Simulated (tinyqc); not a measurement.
Inside a calculation. Method: CCSD on RHF in the sto-6g basis, frozen core, for OH-, spin multiplicity 1. The basis has no diffuse functions, so it cannot describe the extra electron: this is an exercise in the method, not the real anion. One step of it, computed by the program tinyqc.

Question. CCSD: starting amplitudes. t_ij^ab = <ij||ab> / (e_i + e_j - e_a - e_b), whose energy is MP2.

orbital energies (hartree): MO1 -19.615067, MO2 -0.621158, MO3 0.068967, MO4 0.254471, MO5 0.254471, MO6 1.329852

Two-electron integrals over orbitals (pq|rs), unique and non-zero (hartree); the lowest 1 orbital is frozen and left out:
```
p,q,r,s,(pq|rs)
2,2,2,2,0.733451
3,2,2,2,-0.001212
3,2,3,2,0.149231
3,3,2,2,0.660977
3,3,3,2,0.051777
3,3,3,3,0.703752
4,2,4,2,0.141422
4,3,4,2,0.056152
4,3,4,3,0.054667
4,4,2,2,0.742867
4,4,3,2,0.094697
4,4,3,3,0.678295
4,4,4,4,0.880663
5,2,5,2,0.141422
5,3,5,2,0.056152
5,3,5,3,0.054667
5,4,5,4,0.047461
5,5,2,2,0.742867
5,5,3,2,0.094697
5,5,3,3,0.678295
5,5,4,4,0.785741
5,5,5,5,0.880663
6,2,2,2,-0.119589
6,2,3,2,0.004384
6,2,3,3,-0.025593
6,2,4,4,-0.133823
6,2,5,5,-0.133823
6,2,6,2,0.111679
6,3,2,2,0.070543
6,3,3,2,0.112708
6,3,3,3,0.085892
6,3,4,4,0.133031
6,3,5,5,0.133031
6,3,6,2,-0.049639
6,3,6,3,0.142512
6,4,4,2,-0.047210
6,4,4,3,0.003065
6,4,6,4,0.039406
6,5,5,2,-0.047210
6,5,5,3,0.003065
6,5,6,5,0.039406
6,6,2,2,0.695773
6,6,3,2,-0.047066
6,6,3,3,0.651430
6,6,4,4,0.666197
6,6,5,5,0.666197
6,6,6,2,-0.089441
6,6,6,3,0.023203
6,6,6,6,0.732115
```

Give: Starting amplitudes; correlation energy.

Answer.

Starting amplitudes (spin orbitals 1a, 1b, ...; amplitudes related by a flip of all spins are not repeated):
```
from,to,t
3a 3b,6a 6b,-0.057
2a 2b,6a 6b,-0.029
4a 4b,6a 6b,-0.018
5a 5b,6a 6b,-0.018
2a 3b,6a 6b,0.015
```

correlation energy = -0.01423 hartree
